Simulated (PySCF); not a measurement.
AlCl₃, SMILES [Cl][Al]([Cl])[Cl] (connectivity only; charge and spin as stated), charge +1, multiplicity 2.

The structure is a stationary point at PBE0-D3(BJ)/def2-SVP. A frequency run showed that this geometry is not a minimum. The spin state was assumed, not searched. The isomer is the one that the SMILES or the coordinates give; other isomers of the formula were not compared.

Computed with PBE0-D3(BJ)/def2-SVP (PySCF).

Frequencies are harmonic and unscaled.

Computed normal modes with their intensities:
```
mode  ν (cm⁻¹)  IR (km/mol)  moving atoms (share of kinetic energy)
----  --------  -----------  --------------------------------------
1         100i         15.1                        Cl 82 %, Al 18 %
2           56          0.0                        Cl 77 %, Al 23 %
3          152         38.5                        Al 80 %, Cl 20 %
4          374          0.8                                 Cl 98 %
5          450         70.6                        Al 55 %, Cl 45 %
6          562         70.2                        Al 62 %, Cl 38 %
```
